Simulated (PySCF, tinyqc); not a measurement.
MP2 on RHF in the sto-3g basis, frozen core, for CH2, spin multiplicity 1, step by step. The lowest restricted solution is unstable here: a spin-polarised one lies 0.0247 hartree lower (PySCF). One step of it, computed by the program tinyqc.

Question. Iteration 8 (converged): orbitals. Diagonalise F' = X^T F X, C = X C', fill 4 alpha and 4 beta electrons from the bottom; D = 2 C_occ C_occ^T. Each column has its largest component positive (the first on a tie).

converged F (hartree), lower triangle:
```
             1C 1s      1C 2s    1C 2px     1C 2py     1C 2pz      2H 1s      3H 1s
1C 1s   -11.011312
1C 2s    -2.954971  -1.422899
1C 2px    0.000000   0.000000  0.230405
1C 2py   -0.000076  -0.000838  0.000000  -0.142480
1C 2pz   -0.024273  -0.048273  0.000000  -0.000933  -0.190097
2H 1s    -0.475663  -0.536121  0.000000  -0.323605  -0.251457  -0.347587
3H 1s    -0.469719  -0.531804  0.000000   0.321967  -0.250684  -0.129860  -0.344032
```

X:
```
                1          2          3         4          5          6         7
1C 1s   -0.338068   0.006735   0.750127  0.000000  -0.599584  -0.001447  0.198022
1C 2s    1.044256  -0.015624  -0.336987  0.000000  -0.306153  -0.002450  0.459758
1C 2px   0.000000   0.000000   0.000000  1.000000   0.000000   0.000000  0.000000
1C 2py   0.017807   0.950608  -0.000140  0.000000   0.000593   0.626184  0.002886
1C 2pz   0.529744  -0.008181   0.635859  0.000000   0.635078  -0.001561  0.229293
2H 1s   -0.732265  -0.735934  -0.186567  0.000000   0.152508   0.396186  0.374543
3H 1s   -0.703225   0.757793  -0.187760  0.000000   0.153238  -0.400808  0.370314
```

Give: F' = X^T F X; orbital energies; coefficients C; D after iteration 8.

Answer.

F' = X^T F X (hartree), lower triangle:
```
         1        2        3       4        5        6        7
1   0.2122
2   0.0094   0.5470
3   1.1007  -0.0266  -4.7260
4   0.0000   0.0000   0.0000  0.2304
5  -0.7786   0.0210   4.6453  0.0000  -5.0627
6   0.0000   0.1012   0.0138  0.0000  -0.0151  -0.4467
7   0.2836  -0.0082  -2.3166  0.0000   2.5020   0.0079  -2.0159
```

orbital energies (hartree): MO1 -11.0168, MO2 -0.7670, MO3 -0.4568, MO4 -0.2974, MO5 0.2304, MO6 0.4885, MO7 0.5575

coefficients C:
```
            MO1      MO2      MO3      MO4     MO5      MO6      MO7
1C 1s    0.9935  -0.2254   0.0010   0.1275  0.0000  -0.1470  -0.0046
1C 2s    0.0268   0.7525  -0.0047  -0.5716  0.0000   0.7842   0.0259
1C 2px   0.0000   0.0000   0.0000   0.0000  1.0000   0.0000   0.0000
1C 2py   0.0000   0.0016   0.5278  -0.0006  0.0000  -0.0278   1.0084
1C 2pz   0.0045   0.1245   0.0011   0.7528  0.0000   0.7472   0.0219
2H 1s   -0.0054   0.2559   0.4708   0.2832  0.0000  -0.7335  -0.7264
3H 1s   -0.0053   0.2526  -0.4719   0.2860  0.0000  -0.7714   0.6797
```

D after iteration 8, lower triangle:
```
          1C 1s    1C 2s  1C 2px   1C 2py  1C 2pz    2H 1s   3H 1s
1C 1s    2.1082
1C 2s   -0.4317   1.7874
1C 2px   0.0000   0.0000  0.0000
1C 2py   0.0003  -0.0018  0.0000   0.5571
1C 2pz   0.1448  -0.6730  0.0000   0.0007  1.1644
2H 1s   -0.0528   0.0566  0.0000   0.4975  0.4911   0.7348
3H 1s   -0.0525   0.0574  0.0000  -0.4976  0.4924  -0.1530  0.7366
```
